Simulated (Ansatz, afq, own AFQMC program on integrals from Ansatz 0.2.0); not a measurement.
Where AFQMC and coupled cluster stand for AlPH, doublet

```yaml
atoms:
  - { symbol: Al, position_ang: [0.0000, 0.0000, 0.1876] }
  - { symbol: P, position_ang: [0.0000, 0.0000, -1.9566] }
  - { symbol: H, position_ang: [0.0000, 0.0000, 1.7690] }
```

Connectivity, by distances: AlH–P.

Basis 6-31G. Only valence electrons are correlated. Ansatz 0.2.0 and our own AFQMC program on the same integrals; the CISD trial comes from CCSD amplitudes, and released means the phaseless constraint is let go. ± is one standard error of the sampling.

Determinant: ROHF, the one that the program's search chose, which needn't be the lowest solution. The geometry is a PBE0/def2-TZVP stationary point of this or a neighbouring charge and spin state.

Full CI on the same integrals is exact in this basis and with this determinant's frozen core.

The T1 diagnostic is 0.0366 and the weight of the determinant in the CISD state is 0.886. The size of the correlated space is 9 electrons in 18 orbitals.

```csv
level,correlation energy (eV)
MP2,-2.1101
CCSD,-2.6421
CCSD(T),-2.7442
```

Problem. Estimate where full CI lies against CCSD(T) on the same integrals.

Solution. 35.3 meV below CCSD(T).

Reference: full CI, correlation energy -2.779 eV. The released energy is read at 2.40 1/Eh (meV from the phaseless value at times in 1/Eh: -5 ± 5 at 0.24, -6 ± 4 at 0.51, -3 ± 3 at 0.99, -9 ± 3 at 1.62, -6.5 ± 2.1 at 2.40).

```csv
level,E − E(reference) (meV),share of correlation (%)
CCSD(T),35.3,98.73
CCSDT,4.0,99.86
CCSDT(Q),1.7,99.94
CCSDTQ,-0.2,100.01
ph-AFQMC/HF,39.3 ± 24.4,98.59
ph-AFQMC/CISD,11.0 ± 4.7,99.60
released AFQMC,4.5 ± 2.1,99.84
```

CCSDT and higher add their correlation energy to the determinant of the CCSD(T) run, since their own runs factorise the integrals more tightly (a shift of under 2 meV). A walk keeps the symmetry of its determinant, which the program's search chose and which needn't be the lowest solution, so a lower state of the same spin and another symmetry isn't excluded. Released energies are given only where the last usable release times agree within the noise; a slower fall can still hide under it.
